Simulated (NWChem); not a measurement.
# HNO3 (peroxynitrous acid) at CAM-B3LYP/cc-pVDZ

Aim: the vertical ionisation energy of HNO3 (peroxynitrous acid) at CAM-B3LYP/cc-pVDZ, from 2 runs. 

Program for the calculation: NWChem 7.3.0.

### 1 The structure to begin with

HNO3 has 5 atoms, charge 0, and is taken as a singlet. SMILES: `O=NOO`. Geometry: relaxed at PBE0-D4/def2-TZVP. This is one conformer, not always the lowest.

Bond lengths: O1–N2 1.180 Å, N2–O3 1.353 Å, O3–O4 1.401 Å, O4–H5 0.984 Å. Angles: O1–N2–O3 114.6°, N2–O3–O4 114.1°, O3–O4–H5 101.0°.

### 2 A single-point energy at CAM-B3LYP/cc-pVDZ

File mymol.xyz:

```xyz
5

O      0.136350    -0.835310     0.979060
N     -0.871770    -0.628300     0.400790
O     -0.775090     0.288530    -0.589000
O      0.508600     0.826880    -0.747550
H      1.001920     0.348200    -0.043280
```

File mymol.nw:

```
echo
start mymol
memory total 2200 mb

geometry noautosym nocenter noautoz
  load format xyz mymol.xyz
end

basis spherical bse
  * library cc-pVDZ
end

dft
  xc xcamb88 1.00 lyp 0.81 vwn_5 0.19 hfexch 1.00
  cam 0.33 cam_alpha 0.19 cam_beta 0.46
  grid lebedev 150 18
  convergence energy 1e-08
  direct
  iterations 100
  mulliken
  print low
end

task dft energy
```

Started as:

```sh
$ nwchem mymol.nw > mymol.out
```

The log of the run (excerpt; [...] marks lines left out):

```text
[...]
 d= 0,ls=0.0,diis     1   -280.6305269857 -4.05D+02  1.97D-02  1.41D+00     2.5
[...]
 d= 0,ls=0.0,diis    12   -280.7650820246 -1.52D-09  3.70D-07  6.22D-10    24.6
         Total DFT energy =     -280.765082024587
      One electron energy =     -631.379472835383
           Coulomb energy =      258.922962402642
    Exchange-Corr. energy =      -32.813786968385
 Nuclear repulsion energy =      124.505215376539
[...]
      Total Density - Mulliken Population Analysis
     ---------------------------------------------
    Atom       Charge   Shell Charges
 -----------   ------   -------------------------------------------------------
    1 O    8     8.19   2.01  0.87  0.94  2.81  1.54  0.03
    2 N    7     6.81   2.01  0.88  0.81  2.17  0.83  0.12
    3 O    8     8.06   2.01  0.89  0.94  2.74  1.44  0.03
    4 O    8     8.12   2.01  0.87  0.89  2.77  1.55  0.02
    5 H    1     0.82   0.65  0.09  0.08
[...]
```

It took 25 s on 1 thread of Intel Xeon 6975P-C (Granite Rapids), shared host; peak memory 0.12 GiB.

### 3 The doublet cation

File work.xyz:

```xyz
5
HNO3
O      0.136350    -0.835310     0.979060
N     -0.871770    -0.628300     0.400790
O     -0.775090     0.288530    -0.589000
O      0.508600     0.826880    -0.747550
H      1.001920     0.348200    -0.043280
```

File work.nw:

```
start work
title "HNO3"
memory stack 880 mb heap 220 mb global 1100 mb
charge 1

geometry noautosym nocenter noautoz
 load work.xyz
end

basis "ao basis" spherical bse
 * library cc-pVDZ
end

dft
 xc xcamb88 1.00 lyp 0.81 vwn_5 0.19 hfexch 1.00
 cam 0.33 cam_alpha 0.19 cam_beta 0.46
 mult 2
 grid lebedev 150 18
 convergence energy 1e-08
 direct
 iterations 100
 mulliken
 print low
end

task dft energy
```

Started as:

```sh
$ nwchem work.nw > work.out
```

The log of the run (excerpt; [...] marks lines left out):

```text
[...]
 d= 0,ls=0.0,diis     1   -280.1298087056 -4.05D+02  1.64D-02  4.78D-01     2.9
[...]
 d= 0,ls=0.5,diis    27   -280.3327702009 -8.20D-09  7.06D-07  3.66D-09    77.4
[...]
         Total DFT energy =     -280.332770206488
      One electron energy =     -620.512525851232
           Coulomb energy =      248.026717982879
    Exchange-Corr. energy =      -32.352177714673
 Nuclear repulsion energy =      124.505215376539
[...]
      Total Density - Mulliken Population Analysis
     ---------------------------------------------
    Atom       Charge   Shell Charges
 -----------   ------   -------------------------------------------------------
    1 O    8     8.00   2.01  0.89  0.95  2.75  1.36  0.03
    2 N    7     6.66   2.01  0.91  0.79  2.14  0.70  0.11
    3 O    8     7.86   2.01  0.93  0.94  2.67  1.27  0.03
    4 O    8     7.74   2.01  0.93  0.88  2.67  1.24  0.02
    5 H    1     0.74   0.62  0.04  0.08
[...]
      <S2> =      0.7599 (Exact =     0.7500)
[...]
```

Wall time 81 s (1 thread of Intel Xeon 6975P-C (Granite Rapids), shared host); peak memory 0.13 GiB.

### 4 Outcome

Level: CAM-B3LYP/cc-pVDZ.

```
                                          quantity          value
                        singlet HNO3: total energy  -280.76508 Eh
                      doublet cation: total energy  -280.33277 Eh
                              doublet cation: ⟨S²⟩          0.760
vertical ionisation energy (to the doublet cation)      11.764 eV
```

**Reading.** Removing an electron at fixed nuclei costs 11.76 eV (271 kcal/mol). Mulliken charges (doublet cation) run from +0.00 on O1 to +0.34 on N2.
